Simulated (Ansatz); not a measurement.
Relaxation of HS₂Si (4 atoms, charge 0, multiplicity 2), to a largest force component of 0.02 eV/Å in at most 50 steps.

Level of theory: Ansatz, UKS r2SCANh-D4/6-31G*.

```xyz
4
Properties=species:S:1:pos:R:3
S -1.597 -0.481 1.024
Si 0.140 -0.004 0.079
S 0.080 0.387 -1.917
H 1.377 0.097 0.814
```

Problem. Where does it end, and by what steps?

Solution. The run converged. After 2 steps the energy has fallen by 0.048 eV; S1 moved furthest, 0.07 Å.

| step | energy less start (eV) | largest force component (eV/Å) | accepted |
| --- | --- | --- | --- |
| 0 | 0.0000 | 1.196 | yes |
| 1 | -0.0450 | 0.221 | yes |
| 2 | -0.0483 | 0.015 | yes |

```xyz
4
Properties=species:S:1:pos:R:3
S -1.593 -0.471 0.955
Si 0.147 0.009 0.087
S 0.025 0.366 -1.881
H 1.421 0.095 0.839
```

The run took 22 s on 2 threads of Arm Neoverse V1 (shared host), peak memory 0.19 GiB.
